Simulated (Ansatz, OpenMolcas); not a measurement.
# A ladder of methods for P2 (diphosphorus)

P2: 2 atoms, total charge 0, spin state singlet. SMILES: `P#P`. Geometry: the measured bond length.

```xyz
2

P     0.0000    0.0000    0.0000
P     0.0000    0.0000    1.8934
```

Each level gives the energy change with the P1–P2 bond stretched from 1.893 to 3.787 Å (eV). The values are calculated.

| level | kind | program | value (eV) | less FCI/STO-3G | CPU time (all runs) |
| --- | --- | --- | --- | --- | --- |
| HF/STO-3G (unrestricted) | Hartree–Fock | OpenMolcas | 0.49 | -4.02 | 3.2 s |
| BLYP/STO-3G (restricted) | GGA | Ansatz | 9.91 | +5.40 | 1.9 s |
| PBE0/STO-3G (restricted) | global hybrid | Ansatz | 11.95 | +7.44 | 3.4 s |
| wB97M-V/STO-3G (restricted) | range-separated hybrid | Ansatz | 12.05 | +7.54 | 25 s |
| wB97X/STO-3G (restricted) | range-separated hybrid | Ansatz | 12.15 | +7.64 | 7.6 s |
| RPA@PBE/STO-3G (restricted) | RPA | Ansatz | 6.93 | +2.42 | 3.1 s |
| MP2/STO-3G (unrestricted) | perturbation theory | Ansatz | 4.70 | +0.19 | 0.55 s |
| BCCD(T)/STO-3G (restricted) | coupled cluster or CI | Ansatz | 0.35 | -4.16 | 0.7 s |
| FCI/STO-3G | exact in the basis | OpenMolcas | 4.51 | 0.00 | 3.6 s |

FCI/STO-3G is exact within its basis and frozen core, so for wave-function methods in that basis the difference is their error; functionals converge differently with the basis, so for them it is only a difference. The first shape isn't each level's own minimum. The values span 0.35 to 12.15 eV. Spin contamination of the reference (⟨S²⟩ at least 0.1 too high) touches HF/STO-3G, MP2/STO-3G. All rows use very small basis sets, so none should be taken for the real molecule's value. In so small a basis fixed costs decide the times, and correlated methods can beat functionals. Times are those of the runs behind each value, whatever else they computed, on shared processors of several kinds: orders of magnitude only.
